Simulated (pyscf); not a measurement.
Optimised with ωB97X-D3(BJ)/def2-SVP in PySCF.

Q: AsH₃ + HO–GaH₂ → H₂Ga–AsH₂ + H₂O
Surface: singlet. Broken: As–H, Ga–O. Formed: As–Ga, H–O. Give ΔE‡ and ΔE from ωB97M-D3(BJ)/def2-TZVP, relative to the separated reactants.

A: ΔE‡ = 15.9 kcal/mol, ΔE = +3.2 kcal/mol. Zero-point energy shifts the barrier by +0.4 kcal/mol. It is a four-centre exchange, with an imaginary mode of 1200i cm⁻¹. On the reactant side the descent ends in an adduct with a As–Ga contact, 12.1 kcal/mol under the separated species and 21.6 kcal/mol under the saddle at ωB97X-D3(BJ)/def2-TZVP. On the product side the descent ends in an adduct with a Ga–O contact, 15.7 kcal/mol under the separated species and 25.9 kcal/mol under the saddle at ωB97X-D3(BJ)/def2-TZVP. What is counted as formed (As–Ga) is already present as a longer contact in the reactant adduct; forming that adduct is a step of its own. What is counted as broken (Ga–O) persists as a longer contact in the product adduct; parting that adduct is a step of its own. At ωB97X-D3(BJ)/def2-TZVP the barrier from the zero used here is 9.6 kcal/mol. One saddle was located; it need not be the lowest between these sides. Elements up to Kr have no core potential and no relativistic terms here.
